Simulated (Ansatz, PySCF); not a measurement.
System: CHN, charge 1, multiplicity 2. 
Geometry from a B3LYP-D3(BJ)/def2-TZVP (Ansatz, a first-principles code) optimisation:
```xyz
3

C      0.0000     0.0000    -0.7191
N      0.0000     0.0000     0.4117
H      0.0000     0.0000     1.4327
```
Charge +1, spin multiplicity 2.

Total electronic energies in hartree. Cores are frozen in the correlated levels unless marked. Open shells are spin-unrestricted. Spin-orbit coupling is left out. No relativistic terms. FCI takes restricted orbitals. CBS(X,Y): correlation extrapolated as X^-3; Hartree-Fock from the larger set. [CCSD(T)-MP2]/basis is that difference in the basis named.

The UHF reference is spin-contaminated (<S^2> 0.28 over the pure value in the largest basis). The T1 diagnostic of CCSD in the largest basis is 0.053, which is high, so the coupled-cluster rows are less sure than usual.

```tsv
level	program	energy (Eh)
HF/6-31G	Ansatz	-92.42659
RI-HF/aug-cc-pVQZ	Ansatz	-92.50631
PBE-D4/def2-TZVPD	Ansatz + dftd4	-92.88445
B3LYP-D3(BJ)/def2-TZVPD	Ansatz + dftd3	-92.99745
PBE0-D3(BJ)/def2-TZVPD	Ansatz + dftd3	-92.88513
PBE0-D4/def2-TZVPD	Ansatz + dftd4	-92.88477
PBE0/def2-QZVPP	Ansatz	-92.88982
MP2/def2-TZVPPD	Ansatz	-92.77641
RI-MP2/aug-cc-pVTZ	Ansatz	-92.77713
CCSD/cc-pVDZ	Ansatz	-92.72580
CCSD/aug-cc-pVQZ	Ansatz	-92.82276
CCSD(T)/cc-pVDZ	PySCF	-92.73534
FCI/STO-3G	Ansatz	-91.45473
RI-MP2/CBS(def2-TZVPPD,def2-QZVPPD)+[CCSD(T)-MP2]/def2-SVPD	Ansatz	-92.8508
CCSD(T)/CBS(aug-cc-pVTZ,aug-cc-pVQZ)	Ansatz	-92.8498
```

Totals of different functionals don't rank their quality; only differences between species are comparable.
